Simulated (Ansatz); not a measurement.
# Nudged elastic band run: FHOSi

The input (input.yaml):

```yaml
crystal:
  periodic: [false, false, false]
  atoms:
    - { symbol: O, position_ang: [-0.580858, 0.762721, -0.190415] }
    - { symbol: Si, position_ang: [0.292487, 0.050928, 1.023074] }
    - { symbol: F, position_ang: [0.922146, -1.237649, 0.218292] }
    - { symbol: H, position_ang: [-0.578275, 0.363699, -1.071251] }
basis:
  gaussian: { orbitals: def2-SVP }
hamiltonian:
  xc: pbe0
  dispersion: d4
neb:
  order_check: false
  images: 5
  f_tol: 0.05
  max_iterations: 60
  final_atoms:
    - { symbol: O, position_ang: [-0.49737835, 1.16173839, 0.9598207] }
    - { symbol: Si, position_ang: [-0.03084858, 0.06185424, 0.02166128] }
    - { symbol: F, position_ang: [0.9304875, -1.16260401, 0.40629392] }
    - { symbol: H, position_ang: [-0.34676057, -0.12128962, -1.40807589] }
  initial_path:
    images:
      - { positions_ang: [[-0.580858, 0.762721, -0.190415], [0.292487, 0.050928, 1.023074], [0.922146, -1.237649, 0.218292], [-0.578275, 0.363699, -1.071251]] }
      - { positions_ang: [[-0.65459564, 0.7008547, 0.01550876], [0.34383451, -0.03795987, 0.61839834], [0.91919964, -1.21333878, 0.47934955], [-0.55293851, 0.49014295, -1.13355665]] }
      - { positions_ang: [[-0.72833327, 0.6389884, 0.22143251], [0.39518201, -0.12684774, 0.21372268], [0.91625329, -1.18902855, 0.74040711], [-0.52760203, 0.61658689, -1.1958623]] }
      - { positions_ang: [[-0.80207091, 0.57712209, 0.42735627], [0.44652952, -0.2157356, -0.19095297], [0.91330693, -1.16471833, 1.00146466], [-0.50226554, 0.74303084, -1.25816796]] }
      - { positions_ang: [[-0.70050672, 0.77199419, 0.60484441], [0.28740349, -0.12320566, -0.12008156], [0.91903378, -1.16401356, 0.80307441], [-0.45043055, 0.45492402, -1.30813727]] }
      - { positions_ang: [[-0.59894254, 0.96686629, 0.78233256], [0.12827746, -0.03067571, -0.04921014], [0.92476064, -1.16330878, 0.60468417], [-0.39859556, 0.1668172, -1.35810658]] }
      - { positions_ang: [[-0.49737835, 1.16173839, 0.9598207], [-0.03084858, 0.06185424, 0.02166128], [0.9304875, -1.16260401, 0.40629392], [-0.34676057, -0.12128962, -1.40807589]] }
```

Run as:

```bash
$ ansatz run input.yaml --threads 1 --pin off --max-ram 2048MiB --backend cpu --events-out ev --progress --plain --runs-dir out
```

Output, in part (warnings, iteration lines, the closing report on the highest movable image, with atoms numbered from 0):

```
NEB end point (image 0): max|allowed force component| = 1.246e-2 eV/Å (the criterion of neb.relax_end_points is 1.000e-2)
NEB end point (image 6): max|allowed force component| = 8.122e-3 eV/Å (the criterion of neb.relax_end_points is 1.000e-2)
NEB iter   1: max|band force component| = 2.331e1 eV/Å  barrier→ = 8.4657 eV  barrier← = 7.7084 eV  Δτ_max = 0.2000 Å  (165 SCF iters)
NEB iter   2: max|band force component| = 1.132e1 eV/Å  barrier→ = 4.6330 eV  barrier← = 3.8757 eV  Δτ_max = 0.2000 Å  (136 SCF iters)
NEB iter   3: max|band force component| = 3.459e1 eV/Å  barrier→ = 4.6693 eV  barrier← = 3.9120 eV  Δτ_max = 0.0979 Å  (143 SCF iters)
NEB iter   4: max|band force component| = 5.755e0 eV/Å  barrier→ = 2.9672 eV  barrier← = 2.2099 eV  Δτ_max = 0.1672 Å  (139 SCF iters)
NEB iter   5: max|band force component| = 4.046e0 eV/Å  barrier→ = 2.9319 eV  barrier← = 2.1746 eV  Δτ_max = 0.1173 Å  (135 SCF iters)
NEB iter   6: max|band force component| = 1.587e0 eV/Å  barrier→ = 2.8760 eV  barrier← = 2.1187 eV  Δτ_max = 0.1652 Å  (138 SCF iters)
NEB iter   7: max|band force component| = 3.654e0 eV/Å  barrier→ = 2.9235 eV  barrier← = 2.1661 eV  Δτ_max = 0.0814 Å  (139 SCF iters)
NEB iter   8: max|band force component| = 1.199e0 eV/Å  barrier→ = 2.9284 eV  barrier← = 2.1711 eV  Δτ_max = 0.1643 Å  (128 SCF iters)
NEB iter   9: max|band force component| = 6.930e-1 eV/Å  barrier→ = 2.9185 eV  barrier← = 2.1612 eV  Δτ_max = 0.1653 Å  (134 SCF iters)
NEB iter  10: max|band force component| = 1.011e0 eV/Å  barrier→ = 2.8352 eV  barrier← = 2.0779 eV  CI = image 4  Δτ_max = 0.0856 Å  (131 SCF iters)
NEB iter  11: max|band force component| = 2.191e-1 eV/Å  barrier→ = 2.9338 eV  barrier← = 2.1765 eV  CI = image 4  Δτ_max = 0.1663 Å  (136 SCF iters)
NEB iter  12: max|band force component| = 2.969e-1 eV/Å  barrier→ = 2.9325 eV  barrier← = 2.1752 eV  CI = image 4  Δτ_max = 0.0356 Å  (124 SCF iters)
NEB iter  13: max|band force component| = 1.541e-1 eV/Å  barrier→ = 2.9312 eV  barrier← = 2.1739 eV  CI = image 4  Δτ_max = 0.0234 Å  (119 SCF iters)
NEB iter  14: max|band force component| = 3.278e-2 eV/Å  barrier→ = 2.9306 eV  barrier← = 2.1733 eV  CI = image 4  Δτ_max = 0.0000 Å  (241 SCF iters)
Total energy: -12642.27891071 eV, -464.5951807240 hartree
Atom 0 at    -0.763953     0.847759     0.385452 Å, force    -0.006792     0.007222     0.014498 eV/Å
Atom 1 at     0.254001    -0.236332    -0.102418 Å, force     0.016829    -0.036703    -0.005593 eV/Å
Atom 2 at     1.062070    -1.253218     0.850061 Å, force    -0.009370     0.019952    -0.002223 eV/Å
Atom 3 at    -0.496618     0.581490    -1.153395 Å, force    -0.000668     0.009529    -0.006683 eV/Å
Dipole moment:     0.177320    -0.168832    -0.334893 e Å
```

The run converged. The profile has 2 maxima (images 1, 4) with wells between them (image 2): this band takes more than one step, which may be the mechanism or a detour left from its start path. Neighbouring images differ by up to 2.3 eV, so the band resolves the path poorly. A vibrational analysis at the climbing image gives one clearly imaginary mode, 1375i cm⁻¹: a first-order saddle point. The orbitals stay closed-shell, which can raise the energy where a bond breaks towards radicals; this wasn't checked here.

Final band (atoms are numbered from 1 in the order of the input):

| image | path coordinate (Å) | energy (kJ/mol) | O1–H4 (Å) | Si2–H4 (Å) |
| --- | --- | --- | --- | --- |
| 0 | 0.00 | 0.0 | 0.97 | 2.29 |
| 1 | 0.63 | 21.9 | 0.95 | 2.56 |
| 2 | 1.25 | 8.4 | 0.96 | 2.34 |
| 3 | 1.88 | 64.9 | 1.01 | 1.82 |
| 4 | 2.51 | 282.8 | 1.58 | 1.53 |
| 5 | 3.08 | 157.8 | 2.19 | 1.47 |
| 6 | 3.66 | 73.1 | 2.70 | 1.48 |

Run time: 41 s on 1 thread of Intel(R) Xeon(R) 6975P-C (Granite Rapids), on a shared host, peak memory 0.12 GiB.
